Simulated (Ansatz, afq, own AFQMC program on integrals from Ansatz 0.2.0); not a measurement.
# CHSi, doublet: AFQMC among the cluster methods

```xyz
3

Si    0.0000    0.0000    1.3491
C     0.0000    0.0000   -0.1349
H     0.0000    0.0000   -1.2143
```

Connectivity, by distances: Si–CH.

Basis 6-31G. Only valence electrons are correlated. Ansatz 0.2.0 and our own AFQMC program on the same integrals; the CISD trial comes from CCSD amplitudes, and released means the phaseless constraint is let go. Error bars are statistical, one sigma.

Determinant: UHF, the one that the program's search chose, which needn't be the lowest solution. The geometry is a point of a scan.

Full CI on the same integrals is exact in this basis and with this determinant's frozen core.

Cautions: unrestricted determinant slightly spin contaminated (⟨S²⟩ 0.80 against 0.75).

- T1 diagnostic: 0.0270
- weight of the determinant in the CISD state: 0.898
- ⟨S²⟩ of the determinant: 0.800
- size of the correlated space: 9 electrons in 18 orbitals

Reference: full CI, correlation energy -3.639 eV. The released energy is read at 2.40 1/Eh (meV from the phaseless value at times in 1/Eh: -5 ± 3 at 0.24, -8.6 ± 2.2 at 0.51, -11.6 ± 1.6 at 0.99, -12.7 ± 1.8 at 1.62, -11.5 ± 1.8 at 2.40).

```json
{"level": "HF", "E − E(reference) (kJ/mol)": "351.1", "share of correlation (%)": "0.00"}
{"level": "MP2", "E − E(reference) (kJ/mol)": "68.8", "share of correlation (%)": "80.42"}
{"level": "CCSD", "E − E(reference) (kJ/mol)": "12.8", "share of correlation (%)": "96.35"}
{"level": "CCSD(T)", "E − E(reference) (kJ/mol)": "3.2", "share of correlation (%)": "99.10"}
{"level": "CCSDT", "E − E(reference) (kJ/mol)": "1.2", "share of correlation (%)": "99.67"}
{"level": "CCSDT(Q)", "E − E(reference) (kJ/mol)": "0.1", "share of correlation (%)": "99.97"}
{"level": "CCSDTQ", "E − E(reference) (kJ/mol)": "0.1", "share of correlation (%)": "99.97"}
{"level": "ph-AFQMC/CISD", "E − E(reference) (kJ/mol)": "1.5 ± 0.4", "share of correlation (%)": "99.56"}
{"level": "released AFQMC", "E − E(reference) (kJ/mol)": "0.4 ± 0.2", "share of correlation (%)": "99.87"}
```

CCSDT and higher add their correlation energy to the determinant of the CCSD(T) run, since their own runs factorise the integrals more tightly (a shift of under 2 meV). Released energies are given only where the last usable release times agree within the noise; a slower fall can still hide under it.
